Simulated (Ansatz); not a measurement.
# SiHO+ (triplet): the correlation ladder, def2-QZVPP

The task here is to estimate one member of a computed series from the others.

Program: Ansatz 0.2.0, Gaussian basis. Level of theory: def2-QZVPP, core rule «outside noble gas», up to 6 orbitals frozen. These are calculated values, not measurements.

Plan: UHF; ROHF; CCSD(T) on UHF.

2 further runs of the same task are left out: 2 set aside as unsound or not needed.

**What is computed**

The geometry is a PBE0/def2-TZVP stationary point (not a proven minimum) of the parent state, kept for this charge and spin.

3 atoms, charge 1, spin multiplicity 3.

Atoms are counted from 1 here; the program's logs count them from 0.

Bond lengths: Si1–O2 1.650 Å, O2–H3 0.962 Å. Angles: Si1–O2–H3 118.7°.

Set-up of the first run:

Contents of in.yaml:

```yaml
crystal:
  periodic: [false, false, false]
  atoms:
    - {symbol: Si, position_ang: [0.000000, 0.030957, 0.632254]}
    - {symbol: O, position_ang: [0.000000, -0.098798, -1.012863]}
    - {symbol: H, position_ang: [0.000000, 0.705682, -1.539731]}
basis:
  gaussian: {orbitals: "def2-QZVPP.json"}
total_charge: 1
magnetization: {spin_polarized: true, initial_magnetization: 2}
hamiltonian: {xc: hf}
output: {orbitals: {seedname: orbitals}}
```

Command:

```
ansatz run in.yaml --threads 1 --pin off --events-out ev --progress --plain --max-ram 4096MiB --backend cpu
```

Among the steps run: UHF; ROHF; CCSD(T) on UHF.

One of the session's tables, all rows but one given; the rest of the session is left out.

| method | from UCCSD(T) (meV) |
| --- | --- |
| ROHF | ? |
| UHF | +8948.4 |
| UMP2 | +523.8 |
| UCCSD | +385.8 |
| UCCSD(T) | 0 |

Q: Estimate the row for ROHF from the others.

As computed: from UCCSD(T) (meV): +9013.3. In the column «from UCCSD(T) (meV)» it is the highest.
